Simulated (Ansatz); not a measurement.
# SiN (quartet): wave-function methods side by side, 6-31G

Aim: climb from Hartree-Fock through coupled cluster and multireference methods for SiN (quartet) at one geometry and basis, and see what each rung misses.

Method: 6-31G, core rule «outside noble gas», up to 6 orbitals frozen; program: Ansatz 0.2.0, Gaussian basis.

To be run: UHF; CCSD(T) on ROHF; CCSD(T) on UHF; BCCD(T) on ROHF; CISD; CCSDT(Q) on ROHF; CCSDT(Q) on UHF; CISDTQ; CCSDTQ on ROHF; CCSDTQ on UHF; CASSCF and MRCISD+Q, 9 electrons in 8 orbitals; CASSCF and NEVPT2, 9 electrons in 8 orbitals; Full CI.

12 further runs of the same task are left out: 1 for a known fault of the program, 3 that didn't finish, 8 set aside as unsound or not needed.

**1. What is computed**

The geometry is a PBE0/def2-TZVP stationary point (not a proven minimum) of the parent state, kept for this charge and spin.

2 atoms, charge 0, spin multiplicity 4.

Atoms are counted from 1 here; the program's logs count them from 0.

Bond lengths: Si1–N2 1.564 Å.

**2. UHF**

Contents of in.yaml:

```yaml
crystal:
  periodic: [false, false, false]
  atoms:
    - {symbol: Si, position_ang: [0.000000, 0.000000, 0.000000]}
    - {symbol: N, position_ang: [0.000000, 0.000000, 1.563809]}
basis:
  gaussian: {orbitals: 6-31G}
magnetization: {spin_polarized: true, initial_magnetization: 3}
hamiltonian: {xc: hf}
output: {orbitals: {seedname: orbitals}}
```

The run is started by

```bash
$ ansatz run in.yaml --threads 1 --pin off --events-out ev --progress --plain --max-ram 2393MiB
```

After this run come: CCSD(T) on ROHF; CCSD(T) on UHF; BCCD(T) on ROHF; CISD; CCSDT(Q) on ROHF; CCSDT(Q) on UHF; CISDTQ; CCSDTQ on ROHF; CCSDTQ on UHF; CASSCF and MRCISD+Q, 9 electrons in 8 orbitals; CASSCF and NEVPT2, 9 electrons in 8 orbitals; Full CI.

**Question.** What will the summary of the whole plan be? Wanted: FCI below the RHF energy; RMP2 from FCI; UMP2 from FCI; RCCSD from FCI; RCCSD(T) from FCI; UCCSD(T) from FCI; RCCSDT(Q) from FCI; UCCSDT(Q) from FCI; NEVPT2 valence from FCI.

**Answer**, as computed:

| quantity | value |
| --- | --- |
| FCI below the RHF energy | -3.9990 eV |
| RMP2 from FCI | +140.8 kJ/mol |
| UMP2 from FCI | +137.0 kJ/mol |
| RCCSD from FCI | +50.8 kJ/mol |
| RCCSD(T) from FCI | +33.1 kJ/mol |
| UCCSD(T) from FCI | +33.1 kJ/mol |
| RCCSDT(Q) from FCI | -3.7 kJ/mol |
| UCCSDT(Q) from FCI | -3.4 kJ/mol |
| NEVPT2 valence from FCI | +43.2 kJ/mol |
| MRCISD+Q valence from FCI | +3.5 kJ/mol |
| levels within 1 kcal/mol (43 meV) | CISDTQ, RCCSDT(Q), UCCSDT(Q), RCCSDTQ, UCCSDTQ, MRCISD+Q valence |
| T1 diagnostic | 0.083 |
| effectively unpaired electrons | 3.60 |

**Reading.** RCCSD(T) misses by +33.1 kJ/mol, 8.6 % of the correlation energy. RCCSDT(Q), UCCSDT(Q) fall below full CI: unrestricted runs freeze a spin-polarised core, another one than full CI's, and coupled cluster isn't variational. The occupations show some static correlation. Of the multireference levels listed MRCISD+Q valence comes nearest in total energy (+3.5 kJ/mol), which doesn't show that its space is the better one. Coupled cluster took another determinant than the lowest Hartree-Fock one. These misses are within one basis, not against nature; the frozen cores of restricted and unrestricted runs differ, which can shift their rows.
